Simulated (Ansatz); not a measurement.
Reaction (substitution at a C–O bond): `CC1=C(O)C1` + H–F → `CC1=C(F)C1` + H₂O

Calculated with Ansatz (gas phase, PBE0-D4/def2-TZVP geometries, no zero-point term in ΔE). CCSD(T)/CBS adds triple-zeta CCSD(T) − MP2 to the extrapolated MP2 energy (def2 sets, frozen cores). This one scheme is used for every species. Functionals use def2-TZVPP. B3LYP here is the variant with VWN-RPA as its local correlation; programs differ in this. Each species was taken in one conformer, which may not be the lowest.

| level | ΔE (eV) |
| --- | --- |
| ωB97X-V | 0.23 |
| B2PLYP | 0.24 |
| PBE | 0.23 |
| B3LYP | 0.21 |
| HF/def2-TZVPP | 0.21 |
| SCS-MP2/def2-TZVPP | 0.27 |
| HF/def2-QZVPP | 0.21 |
| MP2/CBS(def2) | 0.32 |

(1) What does CCSD(T)/CBS give? (Best estimate.)

Largest T1 diagnostic among the species: 0.011.

Answers

(1) The calculation gave: +0.26 eV. The listed levels differ from it by -0.03, -0.02, -0.03, -0.05, -0.05, 0.01, -0.05, 0.06 eV.

In def2-TZVPP, CCSD(T) changes the Hartree–Fock value by +0.05 eV (the triples alone add +0.00 eV) and MP2 by +0.10 eV.
